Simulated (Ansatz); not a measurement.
Relaxation of C$_{3}$H$_{7}$NS (12 atoms, charge 0, multiplicity 1), to a largest force component of 0.02 eV/Å in at most 50 steps.

Theory: Ansatz, RKS B3LYP-D4/def2-SVP.

```xyz
12
Properties=species:S:1:pos:R:3
N -1.670 -0.429 0.487
C -0.317 -0.789 0.336
C 0.722 0.116 0.873
C 0.706 -0.061 -0.605
S 0.105 1.246 -1.617
H -1.817 0.621 0.238
H -2.262 -0.867 -0.214
H -0.111 -1.838 0.459
H 0.457 1.071 1.377
H 1.596 -0.352 1.413
H 1.378 -0.690 -1.056
H 1.290 1.917 -1.656
```

Problem. Where does it end, and by what steps?

Solution. The forces met the threshold. After 6 steps the energy has fallen by 0.392 eV; H12 moved furthest, 0.30 Å.

```json
{"step": "0", "energy less start (eV)": "0.0000", "largest force component (eV/Å)": "2.619", "accepted": "yes"}
{"step": "1", "energy less start (eV)": "-0.3319", "largest force component (eV/Å)": "1.088", "accepted": "yes"}
{"step": "2", "energy less start (eV)": "-0.3835", "largest force component (eV/Å)": "0.279", "accepted": "yes"}
{"step": "3", "energy less start (eV)": "-0.3899", "largest force component (eV/Å)": "0.162", "accepted": "yes"}
{"step": "4", "energy less start (eV)": "-0.3916", "largest force component (eV/Å)": "0.031", "accepted": "yes"}
{"step": "5", "energy less start (eV)": "-0.3918", "largest force component (eV/Å)": "0.025", "accepted": "yes"}
{"step": "6", "energy less start (eV)": "-0.3918", "largest force component (eV/Å)": "0.011", "accepted": "yes"}
```

```xyz
12
Properties=species:S:1:pos:R:3
N -1.679 -0.372 0.454
C -0.309 -0.772 0.345
C 0.775 0.103 0.887
C 0.709 -0.137 -0.610
S 0.119 1.154 -1.715
H -1.771 0.633 0.304
H -2.237 -0.821 -0.274
H -0.177 -1.851 0.484
H 0.484 1.097 1.241
H 1.602 -0.348 1.444
H 1.463 -0.801 -1.046
H 1.098 2.059 -1.480
```

Whether the end is a true minimum wasn't checked by a vibrational analysis.

The run took 19 s on 2 threads of Arm Neoverse V2, with other jobs on the host, peak memory 0.25 GiB.
